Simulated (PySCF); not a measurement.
PySCF input (HF/6-31+G*):

```python
import numpy as np, basis_set_exchange as bse
from pyscf import gto, scf, dft, df

basis = {'C': gto.basis.parse(bse.get_basis('6-31+G*', elements=['C'], fmt='nwchem')), 'Cl': gto.basis.parse(bse.get_basis('6-31+G*', elements=['Cl'], fmt='nwchem')), 'H': gto.basis.parse(bse.get_basis('6-31+G*', elements=['H'], fmt='nwchem'))}
mol = gto.M(
    atom='''
    C    -0.11694774    1.03088931   -0.00007554
    C     1.22198947    1.09440150    0.02281699
    Cl   -0.60067191   -0.88892025   -0.01186726
    H     1.92742678    0.26300953    0.03327278
    H     1.65374524    2.09688986    0.03202189
    ''',
    basis=basis,
    charge=-1,
    verbose=4,
    max_memory=8640,
)
mf = scf.RHF(mol)
mf.conv_tol = 1e-9
mf.max_cycle = 100
print('smallest overlap eigenvalue', np.linalg.eigvalsh(mol.intor('int1e_ovlp'))[0])
mf.kernel()
dip = mf.dip_moment()
```

Output:

```
PySCF version 2.14.0

[INPUT] verbose = 4
[INPUT] num. atoms = 5
[INPUT] num. electrons = 32
[INPUT] charge = -1
[INPUT] spin (= nelec alpha-beta = 2S) = 0
[INPUT] symmetry False subgroup None
[INPUT] Mole.unit = angstrom
[INPUT] Symbol           X                Y                Z      unit          X                Y                Z       unit  Magmom
[INPUT]  1 C     -0.116947740000   1.030889310000  -0.000075540000 AA   -0.220999199487   1.948098460642  -0.000142749911 Bohr   0.0
[INPUT]  2 C      1.221989470000   1.094401500000   0.022816990000 AA    2.309225425402   2.068119105313   0.043117862087 Bohr   0.0
[INPUT]  3 Cl    -0.600671910000  -0.888920250000  -0.011867260000 AA   -1.135105400619  -1.679815819080  -0.022425871249 Bohr   0.0
[INPUT]  4 H      1.927426780000   0.263009530000   0.033272780000 AA    3.642308739352   0.497015979851   0.062876441603 Bohr   0.0
[INPUT]  5 H      1.653745240000   2.096889860000   0.032021890000 AA    3.125125583403   3.962547548778   0.060512602091 Bohr   0.0

nuclear repulsion = 76.2471863801739
number of shells = 30
number of NR pGTOs = 125
number of NR cGTOs = 62
basis = {'C': [[0, [3047.52488, 0.001834737132], [457.369518, 0.01403732281], [103.948685, 0.06884262226], [29.2101553, 0.2321844432], [9.28666296, 0.4679413484], [3.16392696, 0.3623119853]], [0, [7.86827235, -0.1193324198], [1.88128854, -0.1608541517], [0.544249258, 1.143456438]], [0, [0.1687144782, 1.0]], [0, [0.0438, 1.0]], [1, [7.86827235, 0.06899906659], [1.88128854, 0.316423961], [0.544249258, 0.7443082909]], [1, [0.1687144782, 1.0]], [1, [0.0438, 1.0]], [2, [0.8, 1.0]]], 'Cl': [[0, [25180.1, 0.001832959848], [3780.35, 0.01403419883], [860.474, 0.06909739426], [242.145, 0.2374519803], [77.3349, 0.4830339599], [26.247, 0.3398559718]], [0, [491.765, -0.002297391417], [116.984, -0.03071371894], [37.4153, -0.1125280694], [13.7834, 0.04501632776], [5.45215, 0.5893533634], [2.22588, 0.4652062868]], [0, [3.18649, -0.251828028], [1.14427, 0.06158925141], [0.420377, 1.060184328]], [0, [0.142657, 1.0]], [0, [0.0483, 1.0]], [1, [491.765, 0.003989400879], [116.984, 0.03031770668], [37.4153, 0.1298800286], [13.7834, 0.3279510723], [5.45215, 0.4535271], [2.22588, 0.2521540556]], [1, [3.18649, -0.01429931472], [1.14427, 0.3235723331], [0.420377, 0.7435077653]], [1, [0.142657, 1.0]], [1, [0.0483, 1.0]], [2, [0.75, 1.0]]], 'H': [[0, [18.73113696, 0.03349460434], [2.825394365, 0.2347269535], [0.6401216923, 0.8137573261]], [0, [0.1612777588, 1.0]]]}
ecp = {}
smallest overlap eigenvalue 0.0002193202780051326

******** <class 'pyscf.scf.hf.RHF'> ********
method = RHF
initial guess = minao
damping factor = 0
level_shift factor = 0
DIIS = <class 'pyscf.scf.diis.CDIIS'>
diis_start_cycle = 1
diis_space = 8
diis_damp = 0
SCF conv_tol = 1e-09
SCF conv_tol_grad = None
SCF max_cycles = 100
direct_scf = True
direct_scf_tol = 1e-13
Set gradient conv threshold to 3.16228e-05
Initial guess from minao.
init E= -536.28549977983
  HOMO = -0.218813660554969  LUMO = 0.0449331089836909  gap/eV = 7.17692
cycle= 1 E= -536.2714775996  delta_E= 0.014  |g|= 0.301  |ddm|= 2.99
  HOMO = -0.104070736329622  LUMO = 0.207874853710441  gap/eV = 8.48847
cycle= 2 E= -536.306609545889  delta_E= -0.0351  |g|= 0.111  |ddm|= 1.55
  HOMO = -0.138480823942035  LUMO = 0.215566840911097  gap/eV = 9.63413
cycle= 3 E= -536.310791117932  delta_E= -0.00418  |g|= 0.0319  |ddm|= 0.307
  HOMO = -0.141723539359963  LUMO = 0.216007508079906  gap/eV = 9.73436
cycle= 4 E= -536.311470310106  delta_E= -0.000679  |g|= 0.00924  |ddm|= 0.163
  HOMO = -0.140845444268592  LUMO = 0.215942170367341  gap/eV = 9.70869
cycle= 5 E= -536.311534701013  delta_E= -6.44e-05  |g|= 0.00359  |ddm|= 0.0809
  HOMO = -0.141255451611868  LUMO = 0.215851299915232  gap/eV = 9.71737
cycle= 6 E= -536.311550070065  delta_E= -1.54e-05  |g|= 0.00156  |ddm|= 0.0567
  HOMO = -0.141352120150492  LUMO = 0.216003645065539  gap/eV = 9.72415
cycle= 7 E= -536.311552956184  delta_E= -2.89e-06  |g|= 0.000498  |ddm|= 0.0199
  HOMO = -0.141346323646455  LUMO = 0.216040149294935  gap/eV = 9.72498
cycle= 8 E= -536.311553273591  delta_E= -3.17e-07  |g|= 0.000167  |ddm|= 0.00342
  HOMO = -0.141398206629021  LUMO = 0.216057445788891  gap/eV = 9.72686
cycle= 9 E= -536.311553303247  delta_E= -2.97e-08  |g|= 7.37e-05  |ddm|= 0.00121
  HOMO = -0.141383350467346  LUMO = 0.216057719001974  gap/eV = 9.72647
cycle= 10 E= -536.311553306171  delta_E= -2.92e-09  |g|= 1.94e-05  |ddm|= 0.000502
  HOMO = -0.141382134222757  LUMO = 0.216056965477792  gap/eV = 9.72641
cycle= 11 E= -536.311553306623  delta_E= -4.52e-10  |g|= 5.37e-06  |ddm|= 0.000165
  HOMO = -0.141382343142194  LUMO = 0.216056799053995  gap/eV = 9.72641
Extra cycle  E= -536.311553306648  delta_E= -2.48e-11  |g|= 2.69e-06  |ddm|= 2.12e-05
converged SCF energy = -536.311553306648

WARN: System has nonzero charge -1; the dipole moment is origin-dependent.
Location of origin: [0. 0. 0.]

Dipole moment(X, Y, Z, Debye):  1.95056, -1.18884,  0.03097
```
